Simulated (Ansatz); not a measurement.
Coupled-cluster diagnostics for the cluster B₂H₄⁻, Ansatz.

Geometry of the doublet (PBE-D4/def2-TZVPD):

```xyz
6

B     0.493    0.298   -0.590
B    -0.493   -0.297    0.590
H    -0.915   -1.454    0.609
H     0.887   -0.366   -1.549
H     0.915    1.454   -0.609
H    -0.887    0.366    1.550
```

Correlated methods freeze 2 core orbitals. The structure comes from a short search, and lower isomers may exist.

(1) Estimate the CCSD(T) correlation energy, the shares of MP2 and (T), T1 and the reference's ⟨S²⟩ for: charge -1, doublet, own geometry in def2-TZVPPD; charge 0, singlet, vertical in def2-TZVPPD; and the rough time on 4 threads of Arm Neoverse V1 on a shared host.

Answers

(1) 
```
                           state        basis  correlation (eV)  MP2 share (%)  (T) share (%)     T1  ⟨S²⟩ (pure)  wall time
charge -1, doublet, own geometry  def2-TZVPPD            -7.462           84.2            3.4  0.012  0.76 (0.75)       12 s
     charge 0, singlet, vertical  def2-TZVPPD            -6.640           82.5            2.5  0.007  0.00 (0.00)      2.9 s
```
Customary marks for T1 are 0.02 (closed shells), 0.045 (open shells) and about 0.05 (3d metals). T1 stays under 0.02 throughout.
